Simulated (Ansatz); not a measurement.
C$_{2}$H$_{3}$F$_{2}$N, SMILES `N=CC(F)F`, relaxed with RKS PBE0-D4/def2-TZVP in Ansatz 0.2.0 from a PBE-D4/def2-SVP geometry. The force threshold is 0.005 eV/Å; the program also tests the step.

The species carries charge 0 and has multiplicity 1.

Start:

```xyz
8

N    -0.892    0.892    0.949
C     0.145    0.344    0.448
C     0.000   -0.591   -0.730
F     0.746   -0.114   -1.773
F     0.496   -1.819   -0.389
H    -0.630    1.500    1.745
H     1.199    0.477    0.792
H    -1.064   -0.689   -1.042
```

(1) By how much does the energy fall, and how many steps does the optimiser take? (Best estimate.)

(2) Which bonds change most? (Estimate.)

(3) Give the relaxed structure. (Best estimate.)

Results:

(1) Computed: 0.96 kcal/mol, in 4 steps.

(2) Ansatz gave: C3–H8 from 1.113 to 1.092 Å; C2–H7 from 1.117 to 1.096 Å; N1–C2 from 1.276 to 1.258 Å; N1–H6 from 1.036 to 1.020 Å.

(3) Ansatz gave: 
```xyz
8

N    -0.872    0.885    0.940
C     0.152    0.342    0.449
C    -0.004   -0.584   -0.722
F     0.732   -0.119   -1.762
F     0.489   -1.805   -0.396
H    -0.633    1.488    1.727
H     1.183    0.478    0.796
H    -1.047   -0.685   -1.032
```
